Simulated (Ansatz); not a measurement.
Input file:

```yaml
crystal:
  periodic: [false, false, false]
  atoms:
    - {symbol: Al, position_ang: [0.066171, -0.112140, 0.000229]}
    - {symbol: H, position_ang: [1.651947, -0.097089, 0.000146]}
    - {symbol: H, position_ang: [-2.709601, 4.591948, -0.009380]}
    - {symbol: H, position_ang: [-0.713682, -1.492985, 0.003102]}
basis:
  gaussian: {orbitals: aug-cc-pVDZ}
magnetization: {spin_polarized: false}
correlation: {method: ccsdt_q, electrons: outside_noble_gas}
```

```sh
$ ansatz run in.yaml --threads 1 --pin off --events-out ev --progress --plain --max-ram 4096MiB --backend cpu
```

Log:

```
897 factors; integrals over basis functions are off by at most 2.4e-7 eV
mean field evaluation 1: about -6620.2378 eV, gradient 1.3e1 eV
mean field evaluation 2: about -6620.2374 eV, gradient 1.3e1 eV
mean field evaluation 4: about -6621.1276 eV, gradient 9.7e0 eV
mean field evaluation 8: about -6622.8146 eV, gradient 6.5e-1 eV
mean field evaluation 16: about -6620.2378 eV, gradient 1.3e1 eV
mean field evaluation 32: about -6622.2887 eV, gradient 1.5e-2 eV
mean field -6622.81771573 eV, -243.3840619460 hartree, gradient 4.8e-7 eV, S^2 0.000000; 2 other end points of the search recorded, 0 dependent functions left out; unrestricted orbitals would lower it
determinant -6622.81771573 eV, -243.3840619460 hartree, with singles and doubles -6627.68789778 eV, -243.5630378353 hartree
determinant -6622.28871827 eV, -243.3646216480 hartree, with singles and doubles -6627.41034583 eV, -243.5528379892 hartree
determinant -6621.64579565 eV, -243.3409946776 hartree, with singles and doubles -6623.82246062 eV, -243.4209856396 hartree
determinant -6622.81771573 eV, -243.3840619460 hartree, with singles and doubles -6628.54037239 eV, -243.5943656994 hartree
determinant -6622.28871827 eV, -243.3646216480 hartree, with singles and doubles -6628.52924647 eV, -243.5939568293 hartree
mean field evaluation 64: about -6622.6994 eV, gradient 2.8e0 eV
mean field evaluation 96: about -6626.6791 eV, gradient 5.9e-3 eV
mean field evaluation 128: about -6621.7737 eV, gradient 1.8e0 eV
unrestricted determinant -6626.67909476 eV, -243.5259650080 hartree, S^2 1.0033
5 core orbitals not correlated: weight in the atoms' cores, before any rotation towards them, 1.000 or more for the frozen orbitals, at most 0.000 for the correlated occupied ones
reference -6622.81771573 eV, -243.3840619460 hartree; 3, 3 occupied and 46, 46 virtual orbitals, 897 factors
second order -3.81822098 eV of doubles, -0.00000000 eV of singles
cycle   1  -3.35773558 eV  change    -1.0e0 eV  update   1.7e-1
...
cycle  15  -6.03879169 eV  change    1.5e-3 eV  update   1.9e-3
cycle  16  -6.03444575 eV  change    4.3e-3 eV  update   1.5e-3
cycle  17  -6.03237794 eV  change    2.1e-3 eV  update   5.3e-4
cycle  18  -6.03205924 eV  change    3.2e-4 eV  update   6.5e-5
cycle  19  -6.03208637 eV  change   -2.7e-5 eV  update   1.3e-5
cycle  20  -6.03208151 eV  change    4.9e-6 eV  update   4.2e-6
cycle  21  -6.03208208 eV  change   -5.7e-7 eV  update   1.8e-6
cycle  22  -6.03208205 eV  change    3.4e-8 eV  update   7.4e-7
cycle  23  -6.03208212 eV  change   -7.0e-8 eV  update   3.4e-7
cycle  24  -6.03208209 eV  change    2.7e-8 eV  update   1.4e-7
perturbative correction -0.03903761 eV, -0.0014346057 hartree
WARN: these amplitudes may be one of several solutions (largest doubles amplitude 1.10, level shift 6.09 eV)
Total energy: -6628.88883543 eV, -243.6071714798 hartree
```

For the same geometry and basis full CI lies 24.5 meV higher.

Ran on 1 thread of AMD EPYC 7R13, shared host: 14 s wall, 0.26 GiB peak host memory.
